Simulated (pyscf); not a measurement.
HO–GeH(F)–F + hydrogen (H₂) → F–GeH₂–F + water (H₂O), a four-centre exchange (singlet surface; Ge–O, H–H broken, Ge–H, H–O formed). Optimised with ωB97X-D3(BJ)/def2-SVP in PySCF. Energies in eV from the separated reactants.

Small-basis levels: PySCF, no dispersion term, spherical d functions. 

Task: In single points HF/STO-3G puts the saddle at 3.08 eV and the reaction energy at +0.30 eV. Should these be trusted to within a few kcal/mol? Compare with ωB97M-D3(BJ)/def2-TZVP.

Result: ωB97M-D3(BJ)/def2-TZVP gives ΔE‡ = 1.92 eV and ΔE = +0.32 eV. HF/STO-3G lies 1.16 eV over it in the barrier and 0.03 eV under it in the reaction energy, so on this step it does not hold to within 0.13 eV. ωB97M-D3(BJ)/def2-TZVP has limits of its own. On the product side the descent ends in a complex (not fully relaxed), 0.33 eV under the separated species and 1.91 eV under the saddle at ωB97X-D3(BJ)/def2-TZVP. One saddle was located; it need not be the lowest between these sides. In the def2 sets elements up to Kr have no core potential.
